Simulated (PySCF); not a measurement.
Where does formic acid take a proton?

Molecule: formic acid, `O=CO` (CH2O2). Numbering: `[O:1]=[CH:2][OH:3]`

These are calculated values, ωB97X-D3(BJ)/def2-TZVP in PySCF (grid level 2) at geometries from PBE0-D3(BJ)/def2-SVP. ωB97X-D3(BJ) is ωB97X-V with D3(BJ) in place of VV10. Zero-point and thermal terms (298.15 K, 1 bar) come from unscaled PBE0-D3(BJ)/def2-SVP harmonic frequencies, with soft modes damped to free rotors in the entropy.

| site | product | PA / eV | GB / eV | gas share | above best in methanol / eV |
| --- | --- | --- | --- | --- | --- |
| O1 (carboxyl C=O oxygen) | `OC=[OH+]` | 7.82 | 7.49 | > 99.9 % | 0.000 |
| O3 (acid OH oxygen) | `O=C[OH2+]` | 6.85 | 6.57 | < 0.1 % | 0.754 |

PA is −ΔH and GB is −ΔG of B + H⁺ → BH⁺ in the gas phase. Shares are Boltzmann weights among the listed products; an error of 10 kJ/mol changes a ratio about 56-fold. Sites whose products fell apart, merged with another or lost in a GFN2-xTB screen aren't listed. Values in solvent are IEF-PCM free energies relative to the most favourable product.

Of the listed sites O1 (carboxyl C=O oxygen) is favoured in the gas phase, 0.92 eV ahead of O3 in free energy.

In methanol the product from O1 is solvated 2.89 eV more strongly than the parent (electrostatics only).

Measured values (NIST Chemistry WebBook, evaluated or the median of agreeing entries): proton affinity (−ΔH) 742 kJ/mol (computed 754, difference 12); gas-phase basicity (−ΔG) 710 kJ/mol (computed 722, difference 12). These are compared with the most favourable site that keeps the skeleton.
